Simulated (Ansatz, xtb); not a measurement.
Relaxing a trial structure of CH2F2

The starting geometry of this gas-phase singlet has its atoms placed at random.

```xyz
5

C    -0.4693    0.4797   -0.0887
F    -0.1875    1.3031    1.3715
F    -0.7145   -1.0025    0.6504
H    -0.9136    0.1404   -1.3777
H     0.6791    0.7582   -0.1288
```

**Question.** Guess where an optimisation with r2SCAN-D4/def2-SVP ends from this start.

**Answer.** It ends as `FCF`. Contacts that close: C1–F2 (1.70 → 1.35 Å), C1–F3 (1.67 → 1.35 Å), C1–H4 (1.40 → 1.11 Å).

The energy falls by 5.54 eV over 7 steps:

```json
{"step": "1", "E − E(last) (eV)": "5.545"}
{"step": "2", "E − E(last) (eV)": "2.961"}
{"step": "3", "E − E(last) (eV)": "0.976"}
{"step": "4", "E − E(last) (eV)": "0.105"}
{"step": "5", "E − E(last) (eV)": "0.002"}
{"step": "6", "E − E(last) (eV)": "0.000"}
{"step": "7", "E − E(last) (eV)": "0.000"}
```

Final geometry (Å):

```xyz
5

C    -0.2986    0.3492    0.0236
F    -0.6035    1.2701    0.9659
F    -0.5222   -0.8863    0.5262
H    -0.9535    0.5034   -0.8533
H     0.7718    0.4424   -0.2356
```

From the same start GFN2-xTB reaches the same bonding as this run.

From so rough a start the end depends on the optimiser's path, so another program may land elsewhere. No frequencies were run, so the end isn't proven a minimum. Run with Ansatz 0.2.0, 1.8 s on 2 threads of AMD EPYC 9R45 96-Core Processor (Zen 5), with other jobs on the host.
